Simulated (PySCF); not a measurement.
Gas-phase reaction: 3 (CH₃)₃SiCl + 2 C₃H₃ (propargyl) ⇌ 3 SiHCl + 5 C₃H₆ (cyclic)

Energies from PySCF, thermal terms from the rigid-rotor harmonic-oscillator model, ideal gas at 1 bar. † marks an energy on the PBE0/def2-TZVP geometry and frequencies. Open shells (unrestricted): C₃H₃ (propargyl) (multiplicity 2); the rest are closed-shell singlets. SiHCl: computed as isolated molecules; such fragments, hydroxides, amides, oligomers or adducts are transient or little studied in the gas. Warning, spin contamination: C₃H₃ (propargyl) (HF/def2-TZVP†).

PBE/def2-TZVP† gives ΔH°(298 K) = 709 kJ.

### Question
What do HF/def2-TZVP†, M06-2X/def2-TZVP†, ωB97X-V/def2-TZVP† give?

### Answer
HF/def2-TZVP†: 852 kJ; M06-2X/def2-TZVP†: 701 kJ; ωB97X-V/def2-TZVP†: 750 kJ. For scale, ΔH°(298 K) is 709 kJ at this level, 751 kJ at ωB97M-V/def2-TZVP†, and runs from 3 to 852 kJ over the 18 levels computed.
